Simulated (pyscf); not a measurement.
One four-centre exchange on the singlet surface with elements of a group swapped. ωB97M-D3(BJ)/def2-TZVP, kcal/mol, from the separated reactants. Optimised with ωB97X-D3(BJ)/def2-SVP in PySCF.

| step | barrier | reaction energy | imaginary mode (i cm⁻¹) |
|---|---|---|---|
| CH₄ + H₃C–In(CH₃)–O–SiH₃ -> H₃C–In(CH₃)–CH₃ + HO–SiH₃ | 32.1 | +24.4 | 1337 |
| CH₄ + H₃C–Ga(CH₃)–O–SiH₃ → H₃C–Ga(CH₃)–CH₃ + HO–SiH₃ | (withheld) | (withheld) | 1357 |

Problem. Fill in the missing entries.

Solution. 
- CH₄ + H₃C–Ga(CH₃)–O–SiH₃ → H₃C–Ga(CH₃)–CH₃ + HO–SiH₃, barrier: 35.2
- CH₄ + H₃C–Ga(CH₃)–O–SiH₃ → H₃C–Ga(CH₃)–CH₃ + HO–SiH₃, reaction energy: +27.2

Row 1: On the reactant side the descent ends in a complex (not fully relaxed), 4.4 kcal/mol under the separated species and 35.2 kcal/mol under the saddle at ωB97X-D3(BJ)/def2-TZVP. On the product side the descent ends in an adduct with a In–O contact, 12.6 kcal/mol under the separated species and 17.8 kcal/mol under the saddle at ωB97X-D3(BJ)/def2-TZVP. Row 2: On the product side the descent ends in an adduct with a Ga–O contact, 13.1 kcal/mol under the separated species and 19.0 kcal/mol under the saddle at ωB97X-D3(BJ)/def2-TZVP. Each row is the saddle that its search found. Elements up to Kr have no core potential and no relativistic terms here. Elements past Kr carry the def2 core potentials, without spin-orbit coupling.
